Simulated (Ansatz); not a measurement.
The same path of H4Si (5 atoms, charge 0, multiplicity 1) was run twice with different band settings. Made: H2–H3.

The calculation used Ansatz, RKS B3LYP-D4/def2-SVP.

Relaxed end points:

```xyz
5
Properties=species:S:1:pos:R:3
Si 0.241 0.000 0.171
H 0.241 0.000 1.661
H 1.647 0.000 -0.326
H -0.461 1.217 -0.326
H -0.461 -1.217 -0.326
```

```xyz
5
Properties=species:S:1:pos:R:3
Si -0.606 0.000 0.448
H 1.053 0.000 1.118
H 1.279 0.000 0.328
H -0.260 1.124 -0.520
H -0.260 -1.124 -0.520
```

Common settings: movable images 5; climbing image yes; spring 5.0 eV/Å²; optimiser quadratic models (default); start path through a guess of the saddle point; force threshold 0.05 eV/Å; end points relaxed.

| run | iteration limit |
| --- | --- |
| 1 | 60 |
| 2 | 10 |

Q: What does each run give, and how far can it be trusted?

A: Run 1: converged after 9 iterations, highest image 2.525 eV above the first end. A vibrational analysis at the climbing image gives one clearly imaginary mode, 1125i cm⁻¹: a first-order saddle point.
Run 2: converged after 9 iterations, highest image 2.525 eV above the first end. Another band between the same ends (5 images) ends at a top of the same energy, where a vibrational analysis finds 1 clearly imaginary mode.
